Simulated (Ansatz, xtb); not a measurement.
# Relaxing a trial structure of H8Si3

The starting geometry of this gas-phase singlet has its atoms placed at random.

```yaml
atoms:
  - { symbol: Si, position_ang: [0.5399, -2.4181, -0.3735] }
  - { symbol: Si, position_ang: [1.9172, 1.3230, -0.0611] }
  - { symbol: Si, position_ang: [-0.2327, 0.0651, 0.6137] }
  - { symbol: H, position_ang: [-0.2013, -1.3986, 1.9044] }
  - { symbol: H, position_ang: [-1.4765, 0.4845, 0.3245] }
  - { symbol: H, position_ang: [-0.6865, -2.0015, 0.6317] }
  - { symbol: H, position_ang: [1.6394, -0.5494, -0.0249] }
  - { symbol: H, position_ang: [0.3908, -0.7126, -0.5438] }
  - { symbol: H, position_ang: [0.9795, 1.9558, 1.1553] }
  - { symbol: H, position_ang: [-1.1187, -0.8566, -0.9236] }
  - { symbol: H, position_ang: [-0.5285, 1.7603, -0.4189] }
```

Q: One run relaxed it with r2SCAN-D4/def2-SVP. What is a likely outcome?

A: It ends as `[SiH3][SiH2][SiH3]`. Distances that change by over a tenth: Si1–H8 (1.72 → 1.50 Å), Si3–H5 (1.34 → 1.50 Å). Contacts that open: Si3–H8 (1.53 → 3.18 Å). Contacts that close: Si1–Si3 (2.78 → 2.35 Å), Si1–H10 (2.34 → 1.50 Å), Si2–Si3 (2.58 → 2.35 Å), Si2–H7 (1.89 → 1.50 Å), Si2–H11 (2.51 → 1.50 Å), Si3–H4 (1.95 → 1.50 Å).

The energy falls by 13.70 eV over 34 steps:

| step | E − E(last) (eV) |
| --- | --- |
| 1 | 13.699 |
| 5 | 4.849 |
| 8 | 3.653 |
| 12 | 3.450 |
| 16 | 3.367 |
| 19 | 2.743 |
| 23 | 0.838 |
| 27 | 0.002 |
| 30 | 0.000 |
| 34 | 0.000 |

Final geometry (Å):

| atom | x (Å) | y (Å) | z (Å) |
| --- | --- | --- | --- |
| Si | -0.5004 | -1.9463 | -0.4541 |
| Si | 1.0644 | 1.4907 | 0.2357 |
| Si | -0.3588 | -0.1743 | 1.0785 |
| H | 0.1708 | -0.6778 | 2.3860 |
| H | -1.7220 | 0.3995 | 1.3146 |
| H | -1.4069 | -3.0260 | 0.0432 |
| H | 2.4264 | 0.9176 | 0.0044 |
| H | 0.8600 | -2.5251 | -0.6794 |
| H | 1.1805 | 2.6408 | 1.1841 |
| H | -1.0242 | -1.4411 | -1.7606 |
| H | 0.5328 | 1.9938 | -1.0685 |

From the same start GFN2-xTB ends elsewhere, in pieces: H2Si + H2Si + H4Si.

From so rough a start the end depends on the optimiser's path, so another program may land elsewhere. No frequencies were run, so the end isn't proven a minimum. Run with Ansatz 0.2.0, 71 s on 2 threads of AMD EPYC 7R43 64-Core Processor (Zen 3) (shared host).
